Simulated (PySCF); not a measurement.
## Structure revision by computed shifts

A compound C4H4N2 gives the data below (simulated from a calculation) and was assigned the structure `c1ccnnc1`.

13C{1H} NMR (computed): δ 151.2 (CH, 4C).

1H NMR (300 MHz, computed): δ 8.88 (s, 4H).

Calculated, not measured (PySCF 2.14): spin–spin couplings from B3LYP/pcJ-1 (spin–dipole term only in couplings to heteroatoms), geometry: GFN2-xTB, PBE0/pcSseg-1 with gauge-including orbitals. No solvent, a single conformation, equivalent nuclei averaged, no relativistic terms.

δ = σ(ref) − σ, references computed at the same level: TMS for 1H (σref 31.72) and 13C (σref 186.93).

Task: Compare with the shifts computed for the proposed structure, pairing carbons in order of shift.

Result: Mapped SMILES: `[cH:1]1[cH:2][cH:3][n:4][n:5][cH:6]1`. Each H is labelled by its parent atom.

```tsv
atom	computed for proposal	given list	difference
C3	155.9	151.2	+4.7
C6	155.9	151.2	+4.7
C1	129.9	151.2	-21.3
C2	129.9	151.2	-21.3
```

The rms difference is 15.5 ppm and the largest -21.3 ppm at C1 (aromatic CH). The proposal also would give 2 carbon signals, not 1. The proposal doesn't fit.

Task: Which isomer fits?

Result: pyrazine (c1nccnc1).

1. Carbon types of the structure: 4 × CH, which accounts for all hydrogens.
2. δC 151.2: aromatic CH next to a ring nitrogen; the adjacent pyridine-type nitrogen withdraws density from it.
3. δH 8.88: hydrogen on an aromatic CH next to a ring nitrogen; ring current plus the neighbouring ring nitrogen.

Other isomers checked: c1cncnc1 (rms 16.5 ppm); C=NC(=C)C#N (rms 19.4 ppm).

The shifts were computed for this structure.

Shifts are as computed. Against solution values, carbons near 30 ppm lie about +3 ppm off and those near 130 ppm about +5 ppm. Of 1211 compounds with measured shifts, 218 miss one by over three times the rms of a fit or turn the order of signals round; such compounds aren't used in these exercises.
